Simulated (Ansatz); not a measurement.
One change: `CC(C)(F)C=O` becomes `CC(C)F`.

Ansatz, PBE0-D4/def2-TZVP geometries, multiplicity 1. Each molecule was computed in one conformer, which needn't be the lowest.

| property | `CC(C)(F)C=O` |
| --- | --- |
| LUMO energy (PBE0/def2-TZVPP) / eV | -1.12 |
| LUMO energy (B3LYP/def2-TZVPP) / eV | -1.42 |
| ideal-gas entropy at 298 K and 1 bar (rigid rotor, harmonic PBE0-D4/def2-TZVP) / J/(mol·K) | 346 |
| HOMO–LUMO gap (PBE/def2-TZVPP) / eV | 3.77 |
| HOMO–LUMO gap (PBE0/def2-TZVPP) / eV | 6.55 |
| LUMO energy (PBE/def2-TZVPP) / eV | -2.31 |

Task: What does the change do to each property? (Estimate.)

Result: Ansatz gave: 
```
                                                                                  property  `CC(C)F`  shift
                                                        LUMO energy (PBE0/def2-TZVPP) / eV      1.27   2.39
                                                       LUMO energy (B3LYP/def2-TZVPP) / eV      0.91   2.33
ideal-gas entropy at 298 K and 1 bar (rigid rotor, harmonic PBE0-D4/def2-TZVP) / J/(mol·K)       293    -53
                                                       HOMO–LUMO gap (PBE/def2-TZVPP) / eV      7.99   4.22
                                                      HOMO–LUMO gap (PBE0/def2-TZVPP) / eV     10.44   3.89
                                                         LUMO energy (PBE/def2-TZVPP) / eV      0.48   2.79
```

With PBE0 the HOMO falls by 1.50 eV and the LUMO rises by 2.39 eV, so the gap widens by about 3.89 eV. PBE moves the HOMO by -1.42 eV and ωB97M-V by -1.51 eV. The zero-point energy changes by -22.0 kJ/mol with -6 modes. Modes under 60 cm⁻¹, often nearly free rotors, make the harmonic entropy too high.

B3LYP here is the variant with VWN-RPA as its local correlation; programs differ in this.
